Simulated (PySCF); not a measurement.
```xyz
3
charge 0 multiplicity 1, angstrom
S    -0.6591    0.0000    0.0000
S     0.3295    0.0000    1.6497
S     0.3295    0.0000   -1.6497
```

Method: B3LYP in PySCF with S def2-TZVP; no relativity; density-fitted integrals.

This geometry of S3 is a stationary point at this level.

Task: What is the point group?

Result: C2v.

Task: Is it a minimum?

Result: Yes: all harmonic wavenumbers are real.

Task: Which band is strongest in the infrared?

Result: 686 cm⁻¹ (b2), 129 km/mol.

Task: What are the dipole moment and the gap between the highest occupied and lowest empty levels?

Result: 0.54 D and 2.84 eV.

Task: What is the atomisation energy, with and without zero-point energy?

Result: 665 kJ/mol without, 656 kJ/mol with.

This need not be the most stable arrangement of these atoms.
